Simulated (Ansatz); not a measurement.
fcc Ir was calculated with PBEsol+SOC (Ansatz, a program for electronic structure, plane waves, PAW).

Run with plane-wave cutoff 520 eV, 24×24×24 k mesh, Fermi–Dirac smearing 0.05 eV, PAW data made under PBE.

A third-order Birch–Murnaghan fit to the energies gives V0 = 14.072 Å³/atom, B0 = 380 GPa, B′ = 5.1.

| V (Å³/atom) | P (GPa) |
|---|---|
| 13.228 | (withheld) |
| 13.510 | 17.17 |
| 13.791 | 8.06 |
| 14.073 | -0.02 |
| 14.354 | -7.17 |
| 14.636 | (withheld) |
| 14.917 | (withheld) |

**Question.** Estimate the withheld pressures from this fit; the answers are the runs' own values.

**Answer.** 
- 13.228, P (GPa): 27.46
- 14.636, P (GPa): -13.49
- 14.917, P (GPa): -19.08

The formula P = (3/2) B0 (x^(7/3) − x^(5/3)) [1 + (3/4)(B′ − 4)(x^(2/3) − 1)] with x = V0/V meets the computed pressures within 0.07 GPa when these rounded values are put in.

Measured, for comparison: bulk modulus 365 GPa (corrected for temperature and zero-point phonon effects; as tabulated in Levämäki et al. (2014), arXiv:1402.3671); equilibrium volume per atom 14.06 Å³/atom (static lattice: zero-point anharmonic expansion removed; as tabulated in Mejia-Rodriguez and Trickey (2018), arXiv:1807.09216). Computed (rounded) less measured: bulk modulus +4 %, equilibrium volume per atom +0.1 %.

Computed values are for the static lattice.

The result took very roughly 4 core-minutes.
